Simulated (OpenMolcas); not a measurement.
**SiH2 (SMILES [SiH2]): the vertical electron affinity from total energies**

SiH2 has 3 atoms, charge 0, and is taken as a singlet. As SMILES, `[SiH2]`. The shape is that of a PBE0-D4/def2-TZVP optimisation.

```xyz
3

Si   -0.4912    0.4686   -0.2136
H     0.8403    0.5786    0.5225
H    -0.3491   -1.0472   -0.3089
```

Both states at this one shape; open shells run unrestricted unless said. 1 Eh = 27.2114 eV.

| level | program | singlet SiH2 (Eh) | doublet [SiH2]− (Eh) |
| --- | --- | --- | --- |
| HF/aug-cc-pVTZ | OpenMolcas | -290.030463 | -290.052056 |
| TPSS/aug-cc-pVTZ | OpenMolcas | -290.643331 | -290.687242 |
| PBE0/aug-cc-pVTZ | OpenMolcas | -290.490032 | -290.535080 |

Task: Work out the vertical electron affinity, E(N) − E(N+1), at each level.

Result: 
1. HF/aug-cc-pVTZ: -290.030463 − (-290.052056) = 0.021593 Eh = 0.59 eV.
2. TPSS/aug-cc-pVTZ: -290.643331 − (-290.687242) = 0.043911 Eh = 1.19 eV.
3. PBE0/aug-cc-pVTZ: -290.490032 − (-290.535080) = 0.045048 Eh = 1.23 eV.

No measured value is set beside it here; the levels span 0.59 to 1.23 eV.
